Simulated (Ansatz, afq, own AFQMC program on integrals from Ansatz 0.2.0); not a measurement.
Two steps: Ansatz 0.2.0 writes the Fock matrix and Cholesky factors of the valence space, and afq projects on them the lowest state that overlaps trial and start.

```yaml
crystal:
  periodic: [false, false, false]
  atoms:
    - {symbol: P, position_ang: [0.000000, 0.077819, 1.164095]}
    - {symbol: Mg, position_ang: [0.000000, 0.017370, -1.525734]}
    - {symbol: H, position_ang: [0.000000, -1.243014, 1.686975]}
    - {symbol: H, position_ang: [0.000000, -1.567191, -0.668494]}
basis:
  gaussian: {orbitals: cc-pVDZ}
magnetization: {spin_polarized: true, initial_magnetization: 3}
correlation: {method: ccsd_t, electrons: outside_noble_gas, hamiltonian_folder: ham}
```

```sh
$ ansatz run in.yaml --threads 1 --pin off --events-out ev --progress --plain --max-ram 1382MiB
```

afq runs on the folder ham with

```
--method phaseless --trial hf --walkers 120 --populations 1 --least-time 40 --time-step 0.005 --steps-per-block 20 --equilibration-blocks 112 --max-blocks 600 --target-error 0.00108 --factor-cut 1e-05 --start spin_pure --seed 3315 --taylor-order 6
```

Times are imaginary, in 1/Eh. The walk had a cap of 1002 s.

Log:

```
orbitals 36  electrons 6 3  factors 266 of 446
reference energy -541.42590956 Eh
CCSD correlation -0.14955317 Eh in 11 cycles, weight of the determinant in the CISD state 0.8946
energy of the start -541.426453 Eh
 block  time / (1/Eh)  mean weight  energy / Eh
     1     0.100  1.0009  -541.449351
     2     0.200  1.0011  -541.469143
     3     0.300  1.0023  -541.481516
     4     0.400  1.0008  -541.492273
     5     0.500  1.0005  -541.506233
     8     0.800  1.0002  -541.524816
    18     1.800  1.0015  -541.563303
    69     6.900  1.0006  -541.577090
   120    12.000  0.9988  -541.563063
   171    17.100  0.9997  -541.580126
   222    22.200  1.0001  -541.607444
   273    27.300  0.9994  -541.592442
   324    32.400  1.0000  -541.569986
   375    37.500  0.9993  -541.568081
   426    42.600  0.9985  -541.558100
   477    47.700  0.9996  -541.565047
   528    52.800  1.0002  -541.569571
   579    57.900  1.0003  -541.583635
   630    63.000  1.0005  -541.563516
   681    68.100  1.0002  -541.572828
   698    69.800  1.0003  -541.578320
blocks merged  error / Eh  count
     1  0.000404  600
     2  0.000545  300
     4  0.000734  150
     8  0.000970  75
    16  0.001256  37
    32  0.001388  18
    64  0.001024  9
energy -541.578484 +/- 0.001388 Eh
(rows thinned)
```

The run passed its tests (sampling time, drift between the halves within three errors, error under three times the target), which doesn't prove that it has relaxed. The second half of the sampling lies above the first by 1.5 errors of their difference, so the energy may still be moving and its error bar be too small.

Against this walk (error 37.8 meV) on the same determinant: CCSD(T) 23.2 meV lower (within the noise), CCSDT(Q) 56.4 meV lower (within the noise), a separate phaseless walk with a CISD trial and standard settings 40.9 ± 38.5 meV lower (within the noise). The error is statistical and leaves out the bias of the constraint.

Cautions: constraint bias not in the error; error above the target (37.8 against 29.4 meV); lower spins were not checked.

The walk took 4.8 min on 1 thread of Intel(R) Xeon(R) Platinum 8259CL CPU @ 2.50GHz (Skylake/Cascade Lake), on a shared host. The log's last line is the phaseless energy.

CCSDT and higher add their correlation energy to the determinant of the CCSD(T) run, since their own runs factorise the integrals more tightly (a shift of under 2 meV). A walk keeps the symmetry of its determinant, which the program's search chose and which needn't be the lowest solution, so a lower state of the same spin and another symmetry isn't excluded.
